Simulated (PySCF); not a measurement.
Species: C₄H₅ClO.
Bonds: O1–C2 (double), C2–Cl3, C2–C4, C4–C5, C5–C6, C4–C6. Hydrogens: H7 on C4; H8, H9 on C5; H10, H11 on C6.

A GFN2-xTB structure was refined with PySCF 2.14.0, PBE0-D3(BJ)/def2-SVP geometry optimisation, gas phase. Its GFN2-xTB values:

```json
{"coordinate": "O1=C2", "GFN2-xTB": "1.219 Å"}
{"coordinate": "C2–Cl3", "GFN2-xTB": "1.781 Å"}
{"coordinate": "C2–C4", "GFN2-xTB": "1.427 Å"}
{"coordinate": "C4–C5", "GFN2-xTB": "1.517 Å"}
{"coordinate": "C4–H7", "GFN2-xTB": "1.097 Å"}
{"coordinate": "C5–C6", "GFN2-xTB": "1.469 Å"}
{"coordinate": "C5–H8", "GFN2-xTB": "1.096 Å"}
{"coordinate": "C5–H9", "GFN2-xTB": "1.105 Å"}
{"coordinate": "O1–C2–Cl3", "GFN2-xTB": "118.7°"}
{"coordinate": "O1–C2–C4", "GFN2-xTB": "128.3°"}
{"coordinate": "C2–C4–C5", "GFN2-xTB": "123.0°"}
{"coordinate": "Cl3–C2–C4", "GFN2-xTB": "113.1°"}
{"coordinate": "C4–C5–C6", "GFN2-xTB": "62.0°"}
{"coordinate": "C5–C4–C6", "GFN2-xTB": "57.5°"}
{"coordinate": "C2–C4–C6–C5", "GFN2-xTB": "-111°"}
```

Problem. How do these coordinates change at the PBE0-D3(BJ)/def2-SVP level?

Solution. 
```
 coordinate  PBE0-D3(BJ)/def2-SVP (Å or °)  change
      C2–C4                          1.475  +0.048
      O1=C2                          1.183  -0.036
     C2–Cl3                          1.808  +0.027
      C5–C6                          1.482  +0.013
      C5–H9                          1.092  -0.013
      C4–C5                          1.512  -0.005
      C4–H7                          1.093  -0.004
      C5–H8                          1.092  -0.004
   O1–C2–C4                          126.4    -1.9
   C4–C5–C6                           60.7    -1.3
   C2–C4–C5                          121.7    -1.3
   C5–C4–C6                           58.7    +1.2
  O1–C2–Cl3                          119.7    +1.0
  Cl3–C2–C4                          113.9    +0.8
C2–C4–C6–C5                           -110      +1
```

The energy falls by 3.0 kcal/mol over 10 energy and gradient evaluations, the largest force component goes from 0.0554 to 2.1e-04 Eh/bohr, and the atoms move by 0.025 Å rms after alignment. The bond that changes most is C2–C4 (acyl halide carbon to sp3 carbon next to a carbonyl), which lengthens by 0.048 Å. Bonds longer at the end by more than 0.005 Å: 5 of 11; shorter: 3. Rotational constants go from 4431, 2528, 1837 to 4383, 2476, 1803 MHz.

The run used 113 basis functions and 74 SCF cycles in all. The run took 48 s wall on one thread, Arm Neoverse V2 (aarch64) (shared host), and the process peaked at 0.48 GiB of memory.

No frequency check. The numbers are those of one conformer.

Shape of the structure used: `[O:1]=[C:2]([Cl:3])[CH:4]1[CH2:5][CH2:6]1`: O1–C2–C4–C5 145°.
